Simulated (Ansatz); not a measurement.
## Changing the shape of O2F, doublet

Computed with Ansatz's Gaussian-basis code (development build); BCCD by scripts on PySCF. Settings: cc-pVTZ; 3 core orbitals frozen; no relativity. On stretched bonds single-reference methods can fail or change state.

Case A. A bond is stretched, to 1.35 times the sum of the covalent radii.

```xyz
3

F     0.0000    0.2003   -1.2919
O     0.0000   -0.5093    0.2155
O     0.0000    0.3090    1.0765
```

Case B. A bond is stretched, to 1.31 times the sum of the covalent radii.

```xyz
3

F     0.0000    0.1861   -1.2618
O     0.0000   -0.5022    0.2004
O     0.0000    0.3161    1.0614
```

Energy less that of case A, in eV:

```tsv
case	RCCSD	RCCSD(T)	RBCCD(T)
B	-0.052	-0.001	-0.002
```

**Question.** Give the UCCSD(T) energies against case A.

**Answer.** B: -0.025 eV (-0.6 kcal/mol).
